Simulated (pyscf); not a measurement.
Structures and frequencies: ωB97X-D3(BJ)/def2-SVP in PySCF.

Question: What is the homolytic dissociation enthalpy (298 K, ωB97M-D3(BJ)/def2-TZVP) of the Mo–S bond of `[OH][MoH]([SH])([Cl])([Cl])[Cl]`, to [HO–MoH(Cl)(Cl)–Cl]• + SH•?

Answer: Mo–S to [HO–MoH(Cl)(Cl)–Cl]• + SH•: 1.27 eV. The 7 functionals that were run give +1.23 (M06-2X) to +1.90 eV (PBE). The radicals are drawn with the spin at the cut bond; how far it spreads was not checked. Other isomers of [HO–MoH(Cl)(Cl)–Cl]• were not searched in full and may lie lower. Left out: the spin-orbit lowering of SH. Open-shell species with a d-block atom are single-reference here; other states, and whether the spin sits on metal or ligand, were not checked. Elements past Kr carry the def2 core potentials, without spin-orbit coupling.
